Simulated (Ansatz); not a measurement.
Abridged output of a molecular run in Ansatz:

```
Functional definition: HF
699 factors; integrals over basis functions are off by at most 1.2e-3 eV
mean field evaluation 1: about -10643.1056 eV, gradient 3.2e1 eV
mean field evaluation 2: about -10643.1062 eV, gradient 3.2e1 eV
mean field evaluation 4: about -10645.5124 eV, gradient 2.7e0 eV
mean field evaluation 8: about -10645.5443 eV, gradient 8.5e-2 eV
mean field evaluation 16: about -10645.5427 eV, gradient 3.2e-1 eV
mean field -10645.54435923 eV, -391.2165393926 hartree, gradient 1.2e-6 eV, S^2 0.000000; 0 other end points of the search recorded, 0 dependent functions left out
7 core orbitals not correlated: weight in the atoms' cores, before any rotation towards them, 1.000 or more for the frozen orbitals, at most 0.000 for the correlated occupied ones
reference -10645.54435923 eV, -391.2165393926 hartree; 9, 9 occupied and 55, 55 virtual orbitals, 699 factors
second order -10.02093733 eV of doubles, -0.00000000 eV of singles
cycle   1  -10.77133564 eV  change   -7.5e-1 eV  update   7.8e-2
cycle   2  -11.11129898 eV  change   -3.4e-1 eV  update   2.4e-2
cycle   3  -11.17563616 eV  change   -6.4e-2 eV  update   1.1e-2
cycle   4  -11.17202611 eV  change    3.6e-3 eV  update   3.0e-3
cycle   5  -11.17159440 eV  change    4.3e-4 eV  update   1.2e-3
cycle   6  -11.17161287 eV  change   -1.8e-5 eV  update   4.8e-4
cycle   7  -11.17144375 eV  change    1.7e-4 eV  update   1.8e-4
cycle   8  -11.17141571 eV  change    2.8e-5 eV  update   7.2e-5
cycle   9  -11.17144287 eV  change   -2.7e-5 eV  update   2.9e-5
cycle  10  -11.17144120 eV  change    1.7e-6 eV  update   1.0e-5
perturbative correction -0.23455302 eV, -0.0086196644 hartree
Total energy: -10656.95035345 eV, -391.6357019490 hartree
```

Its atoms:

```xyz
8

B     0.723    0.113    1.170
Si   -0.476    0.301   -0.426
O    -0.137   -0.679   -1.716
H     1.487   -0.796    1.330
H     0.653    0.923    2.049
H    -0.442    1.683   -0.972
H    -1.860    0.055    0.094
H     0.053   -1.599   -1.530
```

Q: Which basis set was used?
A. def2-TZVPPD
B. cc-pV(T+d)Z
C. def2-SVP
D. def2-TZVPP

A: C. It gives 71 functions.

Q: Write the keys of the input that set method, charge and spin (a neutral closed shell needs none for the last two).

A: 
```yaml
correlation: {method: ccsd_t}
```
